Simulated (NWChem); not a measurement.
System: Li cation

Parts of the log:

```
             Northwest Computational Chemistry Package (NWChem) 7.3.0
             --------------------------------------------------------

                             Geometry "geometry" -> ""
                             -------------------------

 Output coordinates in angstroms (scale by  1.889725989 to convert to a.u.)

  No.       Tag          Charge          X              Y              Z
 ---- ---------------- ---------- -------------- -------------- --------------
    1 Li                   3.0000     0.00000000     0.00000000     0.00000000

 Effective nuclear repulsion energy (a.u.)       0.0000000000

  pbe96 is a nonlocal functional; adding pw91lda local functional.

                                 NWChem DFT Module
                                 -----------------

 Summary of "ao basis" -> "ao basis" (spherical)
 ------------------------------------------------------------------------------
       Tag                 Description            Shells   Functions and Types
 ---------------- ------------------------------  ------  ---------------------
 Li                         def2-svp                 5        9   3s2p

            General Information
            -------------------
          SCF calculation type: DFT
          Wavefunction type:  closed shell.
          No. of atoms     :     1
          No. of electrons :     2
           Alpha electrons :     1
            Beta electrons :     1
          Charge           :     1
          Spin multiplicity:     1
          Use of symmetry is: off; symmetry adaption is: off
          Maximum number of iterations: 150
          AO basis - number of functions:     9
                     number of shells:     5
          Convergence on energy requested:  1.00D-06
          Convergence on density requested:  1.00D-05
          Convergence on gradient requested:  5.00D-04

              XC Information
              --------------
                          RPBE Exchange Functional  1.000
            Perdew 1991 LDA Correlation Functional  1.000 local
           PerdewBurkeErnz. Correlation Functional  1.000 non-local

             Grid Information
             ----------------
          Grid used for XC integration:  medium
          Radial quadrature: Mura-Knowles
          Angular quadrature: Lebedev.
          Tag              B.-S. Rad. Rad. Pts. Rad. Cut. Ang. Pts.
          ---              ---------- --------- --------- ---------
          Li                  1.45       49          11.0       434
          Grid pruning is: on
          Number of quadrature shells:    49
          Spatial weights used:  Erf1

      Superposition of Atomic Density Guess
      -------------------------------------

 Sum of atomic energies:          -7.42506398

 Renormalizing density from       3.00 to      2

      Non-variational initial energy
      ------------------------------

 Total energy =      -5.430286
 1-e energy   =      -6.466952
 2-e energy   =       1.036667
 HOMO         =      -3.133579
 LUMO         =      -0.337197

     ---------------------------------------------
      Total Density - Mulliken Population Analysis
     ---------------------------------------------

    Atom       Charge   Shell Charges
 -----------   ------   -------------------------------------------------------
    1 Li   3     2.00   2.01 -0.01  0.00  0.00  0.00

   convergence    iter        energy       DeltaE   RMS-Dens  Diis-err
 ---------------- ----- ----------------- --------- --------- ---------
 d= 0,ls=0.0,diis     1     -7.2766579208 -7.28D+00  1.84D-02  2.68D-02
 d= 0,ls=0.0,diis     2     -7.2798798109 -3.22D-03  6.39D-04  3.28D-05
 d= 0,ls=0.0,diis     3     -7.2798839141 -4.10D-06  6.17D-06  2.43D-09
 d= 0,ls=0.0,diis     4     -7.2798839143 -2.82D-10  4.09D-07  9.22D-12

         Total DFT energy =       -7.279883914338
      One electron energy =       -8.873778131638
           Coulomb energy =        3.282439445799
    Exchange-Corr. energy =       -1.688545228499
 Nuclear repulsion energy =        0.000000000000

 Numeric. integr. density =        1.999999999953

                       DFT Final Molecular Orbital Analysis
                       ------------------------------------

 Vector    1  Occ=2.000000D+00  E=-2.224050D+00
              MO Center= -1.3D-16, -1.6D-16, -1.7D-16, r^2= 1.3D-01
   Bfn.  Coefficient  Atom+Function         Bfn.  Coefficient  Atom+Function
  ----- ------------  ---------------      ----- ------------  ---------------
     1      0.994263  1 Li s                  2      0.031618  1 Li s

 Vector    2  Occ=0.000000D+00  E=-2.444726D-01
              MO Center= -2.6D-14, -2.6D-14, -2.4D-14, r^2= 3.9D+00
   Bfn.  Coefficient  Atom+Function         Bfn.  Coefficient  Atom+Function
  ----- ------------  ---------------      ----- ------------  ---------------
     2      1.120189  1 Li s                  1     -0.271903  1 Li s
     3     -0.104966  1 Li s

 Vector    3  Occ=0.000000D+00  E=-1.729855D-01
              MO Center=  3.2D-14,  3.1D-14,  2.8D-14, r^2= 3.2D+00
   Bfn.  Coefficient  Atom+Function         Bfn.  Coefficient  Atom+Function
  ----- ------------  ---------------      ----- ------------  ---------------
     7      0.470884  1 Li px                 8      0.450264  1 Li py
     9      0.407751  1 Li pz                 4      0.208275  1 Li px
     5      0.199154  1 Li py                 6      0.180351  1 Li pz

 Vector    4  Occ=0.000000D+00  E=-1.729855D-01
              MO Center= -2.9D-16,  3.8D-16, -8.5D-17, r^2= 3.2D+00
   Bfn.  Coefficient  Atom+Function         Bfn.  Coefficient  Atom+Function
  ----- ------------  ---------------      ----- ------------  ---------------
     8      0.601126  1 Li py                 7     -0.460327  1 Li px
     5      0.265881  1 Li py                 4     -0.203606  1 Li px
     9     -0.132199  1 Li pz                 6     -0.058473  1 Li pz

     ---------------------------------------------
      Total Density - Mulliken Population Analysis
     ---------------------------------------------

    Atom       Charge   Shell Charges
 -----------   ------   -------------------------------------------------------
    1 Li   3     2.00   1.99  0.02 -0.00  0.00 -0.00

     -------------------------------------------
      Total Density - Lowdin Population Analysis
     -------------------------------------------

    Atom       Charge   Shell Charges
 -----------   ------   -------------------------------------------------------
    1 Li   3     2.00   1.96  0.04  0.00  0.00  0.00
```

Level: RPBE/def2-SVP. 

Problem. Which NWChem input produces such a log?

Solution. One answer among several that fit: the input that was run:
```
start job
memory heap 200 mb stack 900 mb global 1100 mb
charge 1
geometry units angstroms noautoz
  Li     0.000000     0.000000     0.000000
end
basis spherical
  Li library def2-svp
end
dft
  xc rpbe cpbe96
  iterations 150
  mulliken
end
task dft energy
```
